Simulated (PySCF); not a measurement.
Molecule: SMILES O=CF, CHFO.

Molfile (atoms numbered from 1):
```
CHFO
     RDKit          3D

  4  3  0  0  0  0  0  0  0  0999 V2000
   -0.8605   -0.8905    0.0440 O   0  0  0  0  0  0  0  0  0  0  0  0
   -0.0611   -0.0263    0.0319 C   0  0  0  0  0  0  0  0  0  0  0  0
    1.2489   -0.2467    0.0106 F   0  0  0  0  0  0  0  0  0  0  0  0
   -0.2535    1.0651    0.0368 H   0  0  0  0  0  0  0  0  0  0  0  0
  1  2  2  0
  2  3  1  0
  2  4  1  0
M  END
```

Geometry PBE0-D3(BJ)/def2-SVP throughout; GIAO in PySCF 2.14.0 with density-fitted response routines, gas phase, one conformer, non-relativistic; equivalent atoms averaged; functional PBE0.

For orientation, 6-311+G(2d,p) gives these shifts δ (against H2O, TMS, CFCl3 at the same level): O1 445.1, C2 154.8, F3 48.1, H4 7.95 ppm.

A run gave: O1 452.7, C2 148.8, F3 61.8, H4 8.33 ppm (shifts δ (against H2O, TMS, CFCl3 at the same level)).

Question: Which basis set was used in that run?
A. 6-31G*
B. def2-TZVP
C. STO-3G
D. 6-31G

Answer: D. C2 tells them apart best: 6-31G gives 148.8, STO-3G gives 109.2, def2-TZVP gives 155.6, 6-31G* gives 142.6 ppm.
